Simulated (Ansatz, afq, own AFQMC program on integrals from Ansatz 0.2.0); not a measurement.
Where AFQMC and coupled cluster stand for BSiH₂, doublet

```xyz
4

Si   -0.1660    0.0000    1.4026
B     0.3139    0.0000   -3.9810
H     0.6288   -1.2068    1.8081
H     0.6288    1.2068    1.8081
```

Connectivity, by distances: SiH2 ··· B.

Basis cc-pVDZ. Only valence electrons are correlated. Ansatz 0.2.0 and our own AFQMC program on the same integrals; the CISD trial comes from CCSD amplitudes, and released means the phaseless constraint is let go. Error bars are statistical, one sigma.

Determinant: ROHF, the one that the program's search chose, which needn't be the lowest solution. The geometry is a point of a scan.

No full CI on the walks' own integrals is used here; CCSDT(Q) serves as the reference and is uncertain by about the last step of the cluster series.

Cautions: higher spins were not checked; a spin-contaminated unrestricted determinant lies lower (UHF 294 meV lower, ⟨S²⟩ 1.30).

- T1 diagnostic: 0.0165
- weight of the determinant in the CISD state: 0.853
- size of the correlated space: 9 electrons in 36 orbitals

Reference: CCSDT(Q), correlation energy -4.963 eV. The released energy is read at 2.40 1/Eh (meV from the phaseless value at times in 1/Eh: 7 ± 17 at 0.24, 19 ± 10 at 0.51, 11 ± 10 at 0.99, -6 ± 13 at 1.62, -9 ± 14 at 2.40).

| level | E − E(reference) (kJ/mol) | share of correlation (%) |
| --- | --- | --- |
| HF | 478.9 | 0.00 |
| MP2 | 144.3 | 69.87 |
| CCSD | 11.1 | 97.69 |
| CCSD(T) | 2.9 | 99.40 |
| CCSDT | 0.2 | 99.95 |
| ph-AFQMC/CISD | -1.0 ± 1.3 | 100.20 |
| released AFQMC | -1.8 ± 1.4 | 100.38 |

A walk keeps the symmetry of its determinant, which the program's search chose and which needn't be the lowest solution, so a lower state of the same spin and another symmetry isn't excluded. Released energies are given only where the last usable release times agree within the noise; a slower fall can still hide under it.
